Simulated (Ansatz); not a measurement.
Reaction (formal exchange of groups at the Si–C bond): `B[SiH2]C` + BH₃ → `B[SiH2]B` + CH₄

Gas-phase electronic energies from Ansatz, PBE0-D4/def2-TZVP geometries. CCSD(T)/CBS adds triple-zeta CCSD(T) − MP2 to the extrapolated MP2 energy (def2 sets, frozen cores). This one scheme is used for every species. Functionals use def2-TZVPP.

```tsv
level	ΔE (kcal/mol)
revPBE-D4	-3.7
HF/def2-SVP	1.7
```

Problem. What does CCSD(T)/CBS give? (An estimate is asked.)

Solution. Ansatz gave: -0.3 kcal/mol. The listed levels differ from it by -3.4, 2.0 kcal/mol.

Largest T1 diagnostic among the species: 0.015.

From r2SCAN to r2SCAN0 (25 % exact exchange), in def2-TZVPP and without D4, ΔE moves by +1.3 kcal/mol. In def2-TZVPP, CCSD(T) changes the Hartree–Fock value by −3.1 kcal/mol (the triples alone add −0.5 kcal/mol) and MP2 by −1.5 kcal/mol. Leaving LDA and LC-ωPBE aside and taking each functional with its dispersion term where it has one, the values, not all of them listed here, spread over 4.8 kcal/mol, from PBE-D4 to BHLYP-D4.
